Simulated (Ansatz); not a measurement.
```yaml
crystal:
  periodic: [false, false, false]
  atoms:
    - {symbol: Si, position_ang: [0.908754, 1.303577, 0.616155]}
    - {symbol: Si, position_ang: [-1.150708, 0.310662, 0.328522]}
    - {symbol: Si, position_ang: [0.795742, -0.514222, -0.794699]}
    - {symbol: H, position_ang: [0.619415, -0.320961, -2.256799]}
    - {symbol: H, position_ang: [1.350200, 0.620980, 1.883244]}
    - {symbol: H, position_ang: [-2.101693, 0.832096, -0.686222]}
    - {symbol: H, position_ang: [1.443469, -1.817530, -0.499653]}
    - {symbol: H, position_ang: [-1.865179, -0.414601, 1.409452]}
basis:
  gaussian: {orbitals: aug-cc-pVDZ}
total_charge: 1
hamiltonian: {xc: {name: revPBE0}}
```

```sh
$ ansatz run in.yaml --threads 4 --pin off --events-out ev --progress --plain --max-ram 3916MiB
```

Output, abridged:

```
Functional definition: revPBE0
1352 factors; their error is unknown
mean field evaluation 1: about -23696.9016 eV, gradient 2.5e1 eV
mean field evaluation 2: about -23692.7388 eV, gradient 3.9e1 eV
mean field evaluation 4: about -23699.7018 eV, gradient 2.8e0 eV
mean field evaluation 8: about -23699.7376 eV, gradient 3.8e-2 eV
mean field evaluation 16: about -23699.8791 eV, gradient 5.2e-5 eV
mean field -23699.87913430 eV, -870.9544938304 hartree, gradient 5.2e-5 eV, S^2 0.000000; 0 other end points of the search recorded, 0 dependent functions left out
reference -23699.87917670 eV, -870.9544953887 hartree; 23, 23 occupied and 103, 103 virtual orbitals, 1352 factors
Total energy: -23699.87917670 eV, -870.9544953887 hartree
```

Hardware: 4 threads of AMD EPYC 7B13 on a shared host. Wall time 1.1 s.

The restricted singlet is unstable towards broken spin symmetry in Hartree–Fock (as tested in another run); at RKS revPBE0/aug-cc-pVDZ this wasn't settled.
